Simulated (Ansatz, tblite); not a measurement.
Removing an electron: P4⁻ (the lowest doublet isomer of a short search). The state is a doublet with charge -1. Geometry: B3LYP-D4/def2-TZVPD. Ansatz, gas phase; energy differences of separate SCF runs; the oxidised species is a singlet (the triplet lies 0.77 eV higher at PBE0-D4/def2-TZVPD).

```csv
atom,x (Å),y (Å),z (Å)
P1,-0.6374,-0.7832,0.7680
P2,0.4387,-0.4836,-1.0877
P3,1.3125,0.2800,0.8063
P4,-1.1139,0.9868,-0.4866
```

The xTB rows come from tblite. Correlated methods freeze 20 core orbitals. The structure comes from a short search, and lower isomers may exist.

Q: Estimate orbital energies and vertical ionisation energies at: GFN1-xTB; GFN2-xTB; PBE-D4/def2-TZVPD; r2SCAN-D4/def2-TZVPD; PBE0-D4/def2-TZVPD; MP2/def2-TZVPPD; CCSD/def2-TZVPPD; CCSD(T)/def2-TZVPPD.

A: 
```json
{"level": "GFN1-xTB", "−HOMO (eV)": "–", "vertical IE (eV)": "4.00", "−LUMO (eV)": "–", "HOMO–LUMO gap (eV)": "–", "remarks": "–"}
{"level": "GFN2-xTB", "−HOMO (eV)": "–", "vertical IE (eV)": "6.66", "−LUMO (eV)": "–", "HOMO–LUMO gap (eV)": "–", "remarks": "–"}
{"level": "PBE-D4/def2-TZVPD", "−HOMO (eV)": "-1.01", "vertical IE (eV)": "1.54", "−LUMO (eV)": "-1.79", "HOMO–LUMO gap (eV)": "0.78", "remarks": "HOMO above zero (-1 doublet), restricted SCF unstable in HF (singlet)"}
{"level": "r2SCAN-D4/def2-TZVPD", "−HOMO (eV)": "-0.78", "vertical IE (eV)": "1.65", "−LUMO (eV)": "-2.07", "HOMO–LUMO gap (eV)": "1.29", "remarks": "HOMO above zero (-1 doublet), restricted SCF unstable in HF (singlet)"}
{"level": "PBE0-D4/def2-TZVPD", "−HOMO (eV)": "-0.06", "vertical IE (eV)": "1.68", "−LUMO (eV)": "-2.56", "HOMO–LUMO gap (eV)": "2.50", "remarks": "HOMO above zero (-1 doublet), restricted SCF unstable in HF (singlet)"}
{"level": "MP2/def2-TZVPPD", "−HOMO (eV)": "–", "vertical IE (eV)": "1.30", "−LUMO (eV)": "–", "HOMO–LUMO gap (eV)": "–", "remarks": "restricted SCF unstable (singlet)"}
{"level": "CCSD/def2-TZVPPD", "−HOMO (eV)": "–", "vertical IE (eV)": "1.48", "−LUMO (eV)": "–", "HOMO–LUMO gap (eV)": "–", "remarks": "large T1 (0.020) (singlet), restricted SCF unstable (singlet)"}
{"level": "CCSD(T)/def2-TZVPPD", "−HOMO (eV)": "–", "vertical IE (eV)": "1.41", "−LUMO (eV)": "–", "HOMO–LUMO gap (eV)": "–", "remarks": "large T1 (0.020) (singlet), restricted SCF unstable (singlet)"}
```

Run but left out: HF/def2-TZVPPD (neutral singlet: restricted singlet, unstable towards broken spin symmetry).  A HOMO above zero means that the electron is unbound at that level or that self-interaction error raises the level; the energy of removing that electron tells which. HOMO and LUMO are the levels of the spin that leaves or enters (xTB has no such levels and no spin-polarisation term). Other spin states of the ions may lie lower, which would lower the ionisation energy or raise the affinity. Raw xTB energy differences between charge states are shifted by several eV; the methods need an empirical correction for them.
